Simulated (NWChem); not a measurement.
Molecule: ethanol (C2H6O); SMILES C(C)O

```xyz
9

C      0.2487    -1.2036     0.0330
C     -0.5415     0.0900    -0.0189
O      0.2657     1.2331     0.0847
H     -0.4167    -2.0808     0.0084
H      0.8528    -1.2501     0.9518
H      0.9345    -1.2858    -0.8272
H     -1.1654     0.1124    -0.9364
H     -1.2425     0.1340     0.8303
H      0.8768     1.2319    -0.6592
```
Atoms are numbered in this order, from 1.

Program: NWChem. Geometry optimised at PBE0/def2-SVP; all other runs use it. 

| quantity | level | value |
|---|---|---|
| anisotropy (bohr³), static | CAM-B3LYP/def2-SVPD | 3.6 |
| solvation free energy (kcal/mol) in n-hexane | PBE0/def2-SVP, SMD | -2.8 |
| vertical ionisation energy, ΔSCF (eV) | CAM-B3LYP/def2-SVP | 10.49 |
| vertical, lowest excitation, singlet (eV) | CAM-B3LYP/def2-SVPD, TDA | 7.05 |
| dipole (D) | PBE0/def2-SVP | 1.62 |
| highest harmonic frequency (cm⁻¹) | PBE0/def2-SVP | 3879 |
